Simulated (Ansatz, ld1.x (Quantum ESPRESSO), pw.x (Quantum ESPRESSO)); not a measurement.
**From atom to crystal: TM potential for Cd**

ld1.x (Quantum ESPRESSO) 7.5 input, shortened:

```
&input
   title='Cd', zed=48., rel=1, dft='PW', iswitch=3,
   config='[Kr] 4d10 5s1 5p0'
 /
 &inputp
   pseudotype=2, tm=.true., lloc=0,
   nlcc=.false.
 /
3
5P  2  1   0.00   0.00  2.10  2.10  0.0
4D  3  2  10.00   0.00  1.55  1.55  0.0
5S  1  0   1.00   0.00  1.75  1.75  0.0
 &test
   configts(1)='4d10 5s1 5p0'
 /
```

Crystal test: fcc Cd in pw.x 7.5, no spin, 13³ k-points, Fermi–Dirac smearing 0.01 Ry, cutoffs 145/580 Ry. The reference is all-electron LAPW (Ansatz 0.2.0) with the same functional, mesh and smearing; V0 and B0 come from Birch–Murnaghan fits to the pressures at five volumes. Errors are pseudo minus all-electron; Δ is the rms difference of the E(V) curves that follow from these fits, minima aligned, over ±6 % about the mean V0. Mesh and smearing are coarse, so the numbers serve the comparison and aren't converged zero-temperature values; the lattice is a test structure that the element need not adopt.

```
V (Å³/atom)  P all-electron (GPa)  P pseudo (GPa)
     19.006                  3.88            5.07
     19.506                  1.68            2.74
     20.006                 -0.17            0.77
     20.506                 -1.73           -0.90
     21.006                 -3.04           -2.31
```

All-electron: a0 = 4.306 Å (V0 = 19.96 Å³/atom), B0 = 68.9 GPa.

Pseudopotential: mean pressure error (GPa): +0.95; a0 (Å): 4.325; a0 error (%): +0.45; B0 error (%): -1.3; Δ (meV/atom): 4.1.

Question: At the middle volume, how do free energy and pressure move when the wave cutoff is lowered (ecutrho kept at four times it)?

Answer:

```
cutoff (Ry)  shift of F (meV/atom)  shift of P (GPa)
         65                 +478.9            -29.82
         87                  +24.2             -0.01
        116                   +9.8             -0.34
```

Input at the middle volume:

```
&control
  calculation='scf', prefix='x', pseudo_dir='./', outdir='./tmp', tstress=.true., disk_io='low'
/
&system
  ibrav=0, nat=1, ntyp=1, ecutwfc=145, ecutrho=580, nbnd=14,
  occupations='smearing', smearing='fd', degauss=0.01
/
&electrons
  conv_thr=1e-09, mixing_beta=0.4, electron_maxstep=70
/
ATOMIC_SPECIES
Cd 1.0 Cd.UPF
CELL_PARAMETERS angstrom
  0.00000000 2.15465011 2.15465011
  2.15465011 0.00000000 2.15465011
  2.15465011 2.15465011 0.00000000
ATOMIC_POSITIONS crystal
Cd 0.0000 0.0000 0.0000
K_POINTS automatic
13 13 13 0 0 0
```

```bash
pw.x < Cd.scf.in > Cd.scf.out
```

Lines of the output:

```
Message from routine setup:
     using ibrav=0 with symmetry is DISCOURAGED, use correct ibrav instead
     lattice parameter (alat)  =       5.7583  a.u.
     unit-cell volume          =     135.0072 (a.u.)^3
     number of electrons       =        12.00
     number of Kohn-Sham states=           14
     kinetic-energy cutoff     =     145.0000  Ry
     charge density cutoff     =     580.0000  Ry
     scf convergence threshold =      1.0E-09
     Exchange-correlation= PW
     number of k points=    84  Fermi-Dirac smearing, width (Ry)=  0.0100
     iteration #  1     ecut=   145.00 Ry     beta= 0.40
     total energy              =     -92.42833763 Ry
     estimated scf accuracy    <       1.65956501 Ry
     iteration #  2     ecut=   145.00 Ry     beta= 0.40
     total energy              =     -92.74782675 Ry
     estimated scf accuracy    <       0.00876876 Ry
     iteration #  3     ecut=   145.00 Ry     beta= 0.40
     total energy              =     -92.74965195 Ry
     estimated scf accuracy    <       0.00104505 Ry
     iteration #  4     ecut=   145.00 Ry     beta= 0.40
     total energy              =     -92.74969174 Ry
     estimated scf accuracy    <       0.00003594 Ry
     iteration #  5     ecut=   145.00 Ry     beta= 0.40
     total energy              =     -92.74969741 Ry
     estimated scf accuracy    <       0.00000055 Ry
     iteration #  6     ecut=   145.00 Ry     beta= 0.40
     total energy              =     -92.74969701 Ry
     estimated scf accuracy    <       0.00000179 Ry
     iteration #  7     ecut=   145.00 Ry     beta= 0.40
     total energy              =     -92.74969737 Ry
     estimated scf accuracy    <          3.1E-09 Ry
     iteration #  8     ecut=   145.00 Ry     beta= 0.40
     total energy              =     -92.74969737 Ry
     estimated scf accuracy    <          2.8E-09 Ry
     iteration #  9     ecut=   145.00 Ry     beta= 0.40
     the Fermi energy is    12.5260 ev
!    total energy              =     -92.74969737 Ry
     estimated scf accuracy    <          4.5E-10 Ry
     smearing contrib. (-TS)   =      -0.00148593 Ry
     The total energy is F=E-TS. E is the sum of the following terms:
     one-electron contribution =     -18.07553137 Ry
     hartree contribution      =      19.52751454 Ry
     xc contribution           =     -13.12590558 Ry
     ewald contribution        =     -81.07428903 Ry
     convergence has been achieved in   9 iterations
          total   stress  (Ry/bohr**3)                   (kbar)     P=        7.72
```

The run at the middle volume (84 k-points, 9 iterations) took about 51 s on one core of a shared host (Neoverse-V2, 32 threads, 247 GiB, load 16).
